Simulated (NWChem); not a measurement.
# NaCl; SMILES [Cl][Na]

```xyz
2

Na     0.0000     0.0000    -1.4196
Cl     0.0000     0.0000     0.9186
```
Atoms are numbered in this order, from 1.

Computed with NWChem. Pople sets run with spherical d functions. All runs use the structure optimised with PBE0/def2-SVP.

### Question
Predict the results for PBE0/6-311G**. Quantities: highest occupied level (eV); orbital gap (eV); dipole (D).

### Answer
The highest occupied level (eV) is -6.60. The orbital gap (eV) comes out as 4.84 and the dipole (D) is 9.04.
